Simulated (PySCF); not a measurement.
# Static response to an electric field

Compound: F2H2Si.
Numbering: `[F:1][SiH2:2][F:3]` (hydrogens: H4, H5 on Si2)

Cartesian coordinates in Å at the GFN2-xTB level; atoms count from 1:
```xyz
5
F2H2Si angstrom
F     -1.2039   -0.9315   -0.1024
Si    -0.0034    0.1111    0.0112
F      1.2874   -0.8123   -0.1363
H     -0.0109    0.6536    1.3480
H     -0.0605    0.9820   -1.1377
```

Level: wB97X-D/def2-SVPD (PySCF), static field, nuclei fixed, core orbitals frozen in the response. The polarisability tensor in these axes (au):

```
x   24.57 -0.01  0.03
y   -0.01 24.81 -0.17
z    0.03 -0.17 26.09
```

Task: What are the eigenvalues, a third of the trace, and Δα (Δα² = ½Σ(αi − αj)² over the three pairs)?

Result: Principal values 24.57, 24.79 and 26.11 au; mean 25.16 au = 3.73 Å³ = 4.15 × 10⁻⁴⁰ C²·m²/J; Δα = 1.44 au (6 % of the mean).

Task: What is the dipole moment, and where does it point?

Result: (-0.10, 2.10, 0.28) D, 2.12 D in size, pointing from the negative to the positive side. Measured along this direction, the outermost atoms are F1 and F3 at the negative end and H5 and H4 at the positive end.

Task: Orientational against electronic polarisability at 500 K (dilute gas, rigid molecules)?

Result: In Gaussian units μ²/3kT = 21.75 Å³ against 3.73 Å³, a ratio of 5.84; the Debye molar polarisation (4π/3)N_A(α + μ²/3kT) is 64.3 cm³/mol, leaving out the vibrational part.

Task: What depolarisation ratio follows for Rayleigh scattering of linearly polarised light, taking the static tensor?

Result: ρ = 3Δα²/(45ᾱ² + 4Δα²) = 6.2/(28478 + 8.3) ≈ 0.000219.

Task: Estimate the molar refractivity from the static electronic polarisability.

Result: Lorentz–Lorenz: R = (4π/3)N_A α = 2.5225 cm³/(mol·Å³) × 3.73 Å³ = 9.4 cm³/mol, in the limit of long wavelengths.

Geometry: GFN2-xTB; no solvent, vibrations or thermal averaging.

These values come from a run that also computed excited states. The run took 4.5 s wall on x86-64 server, one thread, on a shared host.
